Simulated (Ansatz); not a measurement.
**N₂H (doublet): the correlation ladder at angle N2–N1–H3 = 72.1°, cc-pVDZ**

Aim: climb from Hartree-Fock through coupled cluster and multireference methods for N₂H (doublet) at one geometry and basis, and see what each rung misses.

The runs use Ansatz 0.2.0, Gaussian basis; cc-pVDZ, core rule «outside noble gas», up to 2 orbitals frozen.

To be run: UHF; CCSD(T) on ROHF; CCSD(T) on UHF; BCCD(T) on ROHF; CISD; CCSDT(Q) on ROHF; CCSDT(Q) on UHF; CASSCF and MRCISD+Q, 3 electrons in 3 orbitals; CASSCF and NEVPT2, 3 electrons in 3 orbitals; CASSCF and MRCISD+Q, 11 electrons in 9 orbitals; CASSCF and NEVPT2, 11 electrons in 9 orbitals.

15 further runs of the same task are left out: 1 for a known fault of the program, 12 that didn't finish, 2 set aside as unsound or not needed.

**1. The system**

The geometry derives from a PBE0/def2-TZVP stationary point (not a proven minimum). One angle is set to the value named; bond lengths are kept.

3 atoms, charge 0, spin multiplicity 2.

Atoms are counted from 1 here; the program's logs count them from 0.

Bond lengths: N1–N2 1.165 Å, N1–H3 1.057 Å, N2–H3 1.310 Å. Angles: N2–N1–H3 72.1°, N1–N2–H3 50.1°, N1–H3–N2 57.8°.

**2. UHF**

in.yaml reads:

```yaml
crystal:
  periodic: [false, false, false]
  atoms:
    - {symbol: N, position_ang: [0.000000, -0.341313, 0.462062]}
    - {symbol: N, position_ang: [0.000000, 0.292460, -0.515077]}
    - {symbol: H, position_ang: [0.000000, 0.678886, 0.736711]}
basis:
  gaussian: {orbitals: cc-pVDZ}
magnetization: {spin_polarized: true, initial_magnetization: 1}
hamiltonian: {xc: hf}
output: {orbitals: {seedname: orbitals}}
```

Run with:

```console
ansatz run in.yaml --threads 1 --pin off --events-out ev --progress --plain --max-ram 2393MiB
```

Further steps of the session: CCSD(T) on ROHF; CCSD(T) on UHF; BCCD(T) on ROHF; CISD; CCSDT(Q) on ROHF; CCSDT(Q) on UHF; CASSCF and MRCISD+Q, 3 electrons in 3 orbitals; CASSCF and NEVPT2, 3 electrons in 3 orbitals; CASSCF and MRCISD+Q, 11 electrons in 9 orbitals; CASSCF and NEVPT2, 11 electrons in 9 orbitals.

**Question.** What will the summary of the whole plan be? Wanted: UCCSDT(Q) below the RHF energy; RMP2 from UCCSDT(Q); UMP2 from UCCSDT(Q); RCCSD from UCCSDT(Q); RCCSD(T) from UCCSDT(Q); UCCSD(T) from UCCSDT(Q); RCCSDT(Q) from UCCSDT(Q); NEVPT2 pair from UCCSDT(Q); MRCISD+Q pair from UCCSDT(Q).

**Answer**, as computed:

| quantity | value |
| --- | --- |
| UCCSDT(Q) below the RHF energy | -9.0797 eV |
| RMP2 from UCCSDT(Q) | +65.8 kJ/mol |
| UMP2 from UCCSDT(Q) | +81.0 kJ/mol |
| RCCSD from UCCSDT(Q) | +33.8 kJ/mol |
| RCCSD(T) from UCCSDT(Q) | +4.1 kJ/mol |
| UCCSD(T) from UCCSDT(Q) | +4.4 kJ/mol |
| RCCSDT(Q) from UCCSDT(Q) | +0.1 kJ/mol |
| NEVPT2 pair from UCCSDT(Q) | +67.9 kJ/mol |
| MRCISD+Q pair from UCCSDT(Q) | +14.6 kJ/mol |
| NEVPT2 valence from UCCSDT(Q) | +94.0 kJ/mol |
| levels within 1 kcal/mol (43 meV) | RCCSD(T), BCCD(T), RCCSDT, UCCSDT, RCCSDT(Q), MRCISD+Q valence |
| T1 diagnostic | 0.019 |
| effectively unpaired electrons | 1.05 |

RCCSD(T) misses by +4.1 kJ/mol, 0.5 % of the correlation energy. One determinant dominates. Of the multireference levels listed MRCISD+Q valence comes nearest in total energy (+1.8 kJ/mol), which doesn't show that its space is the better one. These misses are within one basis, not against nature; the frozen cores of restricted and unrestricted runs differ, which can shift their rows.
